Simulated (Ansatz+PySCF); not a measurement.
Values are calculated unless marked as measured or tabulated.
Input for PySCF 2.14.0:

```python
from pyscf import gto, scf, mp

mol = gto.M(atom="""
C 0.000000 0.083490 -0.326790
O 0.000000 -0.530480 0.881210
H 0.838830 -0.402770 -0.942240
H 0.000000 0.083730 1.653690
H 0.000000 1.168810 -0.323640
H -0.838830 -0.402770 -0.942240
""", basis='cc-pvtz', charge=1, spin=1)
mf = scf.UHF(mol)
mf.kernel()
pt = mp.MP2(mf, frozen=2).run()
print(mf.e_tot, pt.e_corr, pt.e_tot)
```

The script is written out from the run's settings.

The run gave:

```
Converged                       : yes
Reference energy                : -114.72832 hartree
Correlation energy              : -0.37956 hartree
Total energy                    : -115.10788 hartree
Spin squared of the determinant : 0.769
```
